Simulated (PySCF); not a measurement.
Which determinant of BCl lies lowest?

Unrestricted PBE0; B def2-TZVPP, Cl def2-TZVPP; no relativity (PySCF 2.14). Outer shells of the fragments: B 2s2 2p1; Cl 3s2 3p5.

Followed along the bond (rough minima from three points):

```
2Ms+1  unpaired  ⟨S²⟩ at the start  R at minimum (Å)  Te (eV)
    1      none               0.00              1.72     0.00
    3  σ ↑, π ↑               2.01  none in the scan   ≤ 2.13
```

Solutions found at the starting distance of 1.785 Å, counted from the lowest of them; the search is not exhaustive and high or unbound solutions are not listed, so other states can lie among these:

| 2Ms+1 | unpaired | term | E (eV) | ⟨S²⟩ | ⟨Lz²⟩ | μ (D) |
| --- | --- | --- | --- | --- | --- | --- |
| 1 | none | ¹Σ⁺ | 0.00 | 0.00 | 0.00 | 1.17 |
| 3 | σ ↑, π ↑ | ³Π | 2.16 | 2.01 | 1.00 | -0.37 |
| 1 | σ ↑, π ↓ | mixed | 3.05 | 1.01 | 1.01 | 0.01 |
| 3 | π ↑↑ | mixed | 6.41 | 2.02 | 2.02 | 4.56 |
| 3 | π ↑↑ | mixed | 6.72 | 2.01 | 2.02 | 4.56 |
| 1 | π ↑↓ | mixed | 6.76 | 1.01 | 2.02 | 4.56 |
| 3 | σ ↑↑ | ³Σ⁺ | 6.95 | 2.01 | 0.00 | -1.14 |
| 1 | π ↑↓ | mixed | 7.15 | 1.00 | 2.01 | -1.29 |
| 1 | σ ↑, π ↑↓↓ | mixed | 9.04 | 2.01 | 3.02 | 3.63 |

A term symbol is given only where ⟨S²⟩ and ⟨Lz²⟩ are close to those of a pure state; real π, δ and φ orbitals otherwise mix terms. A positive dipole means B(−)Cl(+).

Counting both spins, an empty level lies below a filled one in some of these solutions, because spin and occupation are held.
